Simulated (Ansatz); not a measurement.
**PF3 (phosphorus trifluoride): r2SCAN/6-311+G(d,p)**

Aim: the energy change on altering one bond length of PF3 (phosphorus trifluoride) at r2SCAN/6-311+G**, from 2 runs. 

The results are computed with Ansatz 0.2.0.

38 further runs of the same task are left out: 6 that didn't finish, 32 set aside as unsound or not needed.

## (1) The system as given

PF3 has 4 atoms, charge 0, and is taken as a singlet. As SMILES, `FP(F)F`. Geometry: relaxed at PBE0-D4/def2-TZVP.

Bond lengths: F1–P2 1.572 Å, P2–F3 1.572 Å, P2–F4 1.572 Å. Angles: F1–P2–F3 97.6°, F1–P2–F4 97.6°, F3–P2–F4 97.6°.

## (2) The energy at r2SCAN/6-311+G(d,p)

run.yaml reads:

```yaml
crystal:
  periodic: [false, false, false]
  atoms:
    - {symbol: F, position_ang: [0.834400, -0.663200, 0.874500]}
    - {symbol: P, position_ang: [-0.297500, 0.314600, 0.392300]}
    - {symbol: F, position_ang: [-1.061900, -0.696500, -0.536900]}
    - {symbol: F, position_ang: [0.525000, 1.045200, -0.730000]}
basis:
  gaussian:
    orbitals: 6-311+G_st__st_-spherical.json
hamiltonian:
  xc: {name: r2SCAN}
accuracy: high
output: {orbitals: {seedname: orbitals}}
```

The basis set 6-311+G** is read from a file made from the Basis Set Exchange's data (not shown).

Command:

```bash
$ ansatz run run.yaml --threads 1 --pin off --max-ram 3480MiB --events-out events.jsonl --progress --plain --runs-dir runs
```

Output:

```text
Warning: RAYON_NUM_THREADS=1 ignored (pool sized by the plan → 1); use --threads N
Functional definition: r2SCAN
  name "r2SCAN"
  parameter k0 = 0.174
  parameter k1 = 0.065
  parameter a1 = 4.9479
  exchange = r2scan_x(k0 = k0, k1 = k1, a1 = a1)
  correlation = r2scan_c
1724 factors; integrals over basis functions are off by at most 3.4e-9 eV
mean field evaluation 1: about -17436.7440 eV, gradient 5.2e1 eV
mean field evaluation 2: about -17427.5186 eV, gradient 9.6e1 eV
mean field evaluation 4: about -17440.3096 eV, gradient 8.8e-1 eV
mean field evaluation 8: about -17440.3064 eV, gradient 8.2e-3 eV
mean field evaluation 16: about -17440.3064 eV, gradient 2.9e-6 eV
mean field -17440.30643806 eV, -640.9194401346 hartree, gradient 9.6e-8 eV, S^2 0.000000; 0 other end points of the search recorded, 0 dependent functions left out
reference -17440.30643961 eV, -640.9194401913 hartree; 21, 21 occupied and 75, 75 virtual orbitals, 1724 factors
Total energy: -17440.30643961 eV, -640.9194401913 hartree
```

Run time: 8.4 s. Hardware: 1 thread of Arm Neoverse V1, shared host; peak memory 0.25 GiB.

## (3) The distorted shape, same level

in.yaml reads:

```yaml
crystal:
  periodic: [false, false, false]
  atoms:
    - {symbol: F, position_ang: [0.423128, -1.028519, 1.435680]}
    - {symbol: P, position_ang: [-0.708772, -0.050719, 0.953480]}
    - {symbol: F, position_ang: [-1.473172, -1.061819, 0.024280]}
    - {symbol: F, position_ang: [0.525000, 1.045200, -0.730000]}
basis:
  gaussian:
    orbitals: 6-311+G_st__st_-spherical.json
hamiltonian:
  xc: {name: r2SCAN}
accuracy: high
output:
  orbitals: {seedname: orbitals}
```

The basis set 6-311+G** is read from a file made from the Basis Set Exchange's data (not shown).

Command:

```bash
$ ansatz run in.yaml --threads 1 --pin off --max-ram 3480MiB --events-out events.jsonl --progress --plain --runs-dir runs
```

Output (excerpt; [...] marks lines left out):

```text
Warning: RAYON_NUM_THREADS=1 ignored (pool sized by the plan → 1); use --threads N
[... 7 set-up lines as earlier in the session ...]
1698 factors; integrals over basis functions are off by at most 1.6e-8 eV
mean field evaluation 1: about -17430.5063 eV, gradient 6.4e1 eV
mean field evaluation 2: about -17136.5853 eV, gradient 2.3e2 eV
mean field evaluation 4: about -17437.4767 eV, gradient 1.2e1 eV
mean field evaluation 8: about -17437.8685 eV, gradient 4.0e-1 eV
mean field evaluation 16: about -17437.8659 eV, gradient 2.4e-4 eV
mean field -17437.86594819 eV, -640.8297537861 hartree, gradient 3.3e-8 eV, S^2 0.000000; 0 other end points of the search recorded, 0 dependent functions left out
reference -17437.86594996 eV, -640.8297538508 hartree; 21, 21 occupied and 75, 75 virtual orbitals, 1698 factors
Total energy: -17437.86594996 eV, -640.8297538508 hartree
```

It took 8.1 s on 1 thread of Arm Neoverse V1, shared host; peak memory 0.25 GiB.

## (4) Outcome

Level: r2SCAN/6-311+G**.

```
                                                         quantity          value
                                        first shape: total energy  -640.91944 Eh
                                         first shape: HOMO energy       -8.33 eV
                                         first shape: LUMO energy       -1.13 eV
                                       first shape: HOMO–LUMO gap        7.20 eV
                                    distorted shape: total energy  -640.82975 Eh
                                     distorted shape: HOMO energy       -7.94 eV
                                     distorted shape: LUMO energy       -4.84 eV
                                   distorted shape: HOMO–LUMO gap        3.09 eV
energy change with the P2–F4 bond stretched from 1.572 to 2.357 Å       2.440 eV
```

What this shows: With the P2–F4 bond stretched from 1.572 to 2.357 Å the energy rises by 2.44 eV (235 kJ/mol). The first shape isn't relaxed at this level, so the change isn't measured from a minimum. A restricted reference can't describe the breaking bond well at this length.
